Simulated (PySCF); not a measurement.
Molecule: SMILES CC(C)C(=O)Cl, C4H7ClO.

Atoms are numbered as in `[CH3:1][CH:2]([CH3:3])[C:4](=[O:5])[Cl:6]` (H(Xn): hydrogen on atom n).

Geometry PBE0-D3(BJ)/def2-SVP throughout; GIAO in PySCF, gas phase, one conformer, non-relativistic; equivalent atoms averaged; basis pcSseg-1.

(1) How do the shifts δ (against TMS, H2O, HCl at the same level) depend on the functional? (ppm; last column core-seconds on 1 thread of an Arm Neoverse V1, shared host)

(2) Which nucleus moves most, in ppm?

## Answers

(1) 
```
functional          kind     C4    C2  C1/C3     O5    Cl6  H(C2)  H(C1)/H(C3)  core-s
        HF  Hartree–Fock  184.1  42.3   18.5  600.9  355.3   2.02         1.26       6
       LDA           LDA  193.8  52.4   21.0  591.0  521.2   2.71         1.21      17
       PBE           GGA  186.9  51.2   21.5  570.0  479.9   2.62         1.23      20
      BLYP           GGA  189.3  52.6   22.2  574.2  483.7   2.60         1.24      19
      BP86           GGA  187.2  51.5   21.6  565.9  479.8   2.61         1.24      19
      OPBE           GGA  177.8  48.1   20.6  544.6  450.7   2.62         1.23      20
```

(2) Cl6 (chlorine bonded to C): from 355.3 ppm with HF to 521.2 ppm with LDA. The smallest spread is 0.05 ppm, at H(C1)/H(C3). Proton shifts span only some 12 ppm, so a few tenths of a ppm matter as much there as several ppm in carbon.
